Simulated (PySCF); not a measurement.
Geometries of 2 isomers of C4H7ClO, from PBE0-D3(BJ)/def2-SVP geometry optimisation, gas phase in PySCF. One conformer each, no zero-point energy, no frequencies.

Task: Which isomer lies lower at this level?
A.
```xyz
13
angstrom
C     -1.645   -0.051    0.507
O     -0.367   -0.609    0.392
C      0.687    0.208    0.180
C      1.954   -0.568    0.081
C      0.573    1.545    0.076
Cl     1.925    2.590   -0.195
H     -2.341   -0.883    0.670
H     -1.710    0.647    1.361
H     -1.938    0.489   -0.412
H      2.107   -1.148    1.004
H      2.812    0.093   -0.082
H      1.884   -1.288   -0.749
H     -0.374    2.077    0.154
```
B.
```xyz
13
angstrom
C     -1.854   -0.677    0.141
O     -0.477   -0.902   -0.054
C      0.430    0.086   -0.037
C      1.787   -0.473   -0.333
C      0.289    1.405    0.195
Cl    -1.145    2.307    0.568
H     -2.335   -1.658    0.031
H     -2.065   -0.279    1.144
H     -2.263    0.015   -0.611
H      2.560    0.305   -0.334
H      1.778   -0.973   -1.314
H      2.046   -1.235    0.418
H      1.176    2.035    0.155
```

Result: A. That is `CO/C(C)=C/Cl`, 3.1 kcal/mol below the other.

| SMILES | atoms numbered as above | E (Eh) | relative (kcal/mol) | relative (kJ/mol) | dipole (D) |
| --- | --- | --- | --- | --- | --- |
| CO/C(C)=C/Cl | [CH3:1][O:2]/[C:3]([CH3:4])=[CH:5]/[Cl:6] | -691.30419 | 0.0 | 0.0 | 1.88 |
| CO/C(C)=C\Cl | [CH3:1][O:2]/[C:3]([CH3:4])=[CH:5]\[Cl:6] | -691.29928 | 3.1 | 12.9 | 1.00 |
